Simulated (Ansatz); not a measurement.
**Cu, pressure series**

Consider Cu in the fcc (Cu type) structure (space group Fm-3m, No. 225).

```
CELL_PARAMETERS angstrom
      0.00000     1.81485     1.81485
      1.81485     0.00000     1.81485
      1.81485     1.81485     0.00000
ATOMIC_POSITIONS crystal
  Cu 0.00000 0.00000 0.00000
```

Cell and atoms are relaxed at each pressure.

Calculations: Ansatz (a first-principles code), PBE, PAW, cutoff 420 eV, scalar-relativistic without spin-orbit coupling.

```json
[
 {"pressure (GPa)": "-2", "volume per atom (Å³/atom)": "12.132"},
 {"pressure (GPa)": "0", "volume per atom (Å³/atom)": "11.955"},
 {"pressure (GPa)": "3", "volume per atom (Å³/atom)": "11.716"},
 {"pressure (GPa)": "7", "volume per atom (Å³/atom)": "?"},
 {"pressure (GPa)": "15", "volume per atom (Å³/atom)": "10.974"},
 {"pressure (GPa)": "30", "volume per atom (Å³/atom)": "10.321"},
 {"pressure (GPa)": "50", "volume per atom (Å³/atom)": "9.694"},
 {"pressure (GPa)": "75", "volume per atom (Å³/atom)": "9.121"},
 {"pressure (GPa)": "100", "volume per atom (Å³/atom)": "8.684"}
]
```

**Question.** Fit the third-order Birch–Murnaghan form P(V) = (3B₀/2)[(V₀/V)^(7/3) − (V₀/V)^(5/3)]·[1 + (3/4)(B₀′ − 4)((V₀/V)^(2/3) − 1)] (squares taken in P) to the rows shown and predict the withheld row.

**Answer.** Least squares on the printed values gives V₀ = 11.954 Å³/atom, B₀ = 143 GPa, B₀′ = 4.9; this predicts 11.439 Å³/atom, and the run gives 11.437 Å³/atom, 0.002 lower.

Measured bulk modulus of Cu: 144.3 GPa (static lattice; corrected from measurement; as listed in Daniel Mejia-Rodriguez, S. B. Trickey, Phys. Rev. B (2018)); the computed value is 1 % below it.

Load acts through the strain it causes; cell and atoms are relaxed under it. No phonon test of stability was made. No other phases were tried under pressure. The final runs are not spin-polarised.
